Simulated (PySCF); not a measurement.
F2, SMILES FF. Atoms are numbered in the order given.

```xyz
2

F      0.0000     0.0000    -0.6991
F      0.0000     0.0000     0.6991
```
Charge 0, spin multiplicity 1.

The structure is a stationary point at r2SCAN-D4/def2-TZVPD.

Method: TDDFT-M06-2X/def2-TZVPD (PySCF).

Vertical excitations; the highest root listed may be one member of a degenerate set.  State labels are in the subgroup D2h.

Computed lowest excited states:
```
state  symmetry  energy (eV)  λ (nm)      f                                              main pairs
-----  --------  -----------  ------  -----  ------------------------------------------------------
S1          B3u         4.29     289  0.000                            HOMO−1→LUMO (degenerate set)
S2          B2u         4.29     289  0.000                              HOMO→LUMO (degenerate set)
S3          B3g         8.30     149  0.000                            HOMO−3→LUMO (degenerate set)
S4          B2g         8.30     149  0.000                            HOMO−2→LUMO (degenerate set)
S5          B3g        12.91      96  0.000                            HOMO→LUMO+2 (degenerate set)
S6          B2g        12.91      96  0.000                          HOMO−1→LUMO+2 (degenerate set)
S7          B1u        12.98      96  0.349  HOMO−4→LUMO 38 %, HOMO−1→LUMO+4 30 %, HOMO→LUMO+3 30 %
S8          B2u        13.16      94  0.027                            HOMO→LUMO+1 (degenerate set)
S9          B3u        13.16      94  0.027                          HOMO−1→LUMO+1 (degenerate set)
S10          Au        13.45      92  0.000                    HOMO−1→LUMO+3 49 %, HOMO→LUMO+4 49 %
T1          B3u         3.23     383      0                            HOMO−1→LUMO (degenerate set)
T2          B2u         3.23     383      0                              HOMO→LUMO (degenerate set)
T3          B2g         7.21     172      0                            HOMO−2→LUMO (degenerate set)
T4          B3g         7.21     172      0                            HOMO−3→LUMO (degenerate set)
```
Triplets are in the Tamm–Dancoff approximation, which puts them higher than full response would, so one can lie above its singlet here.
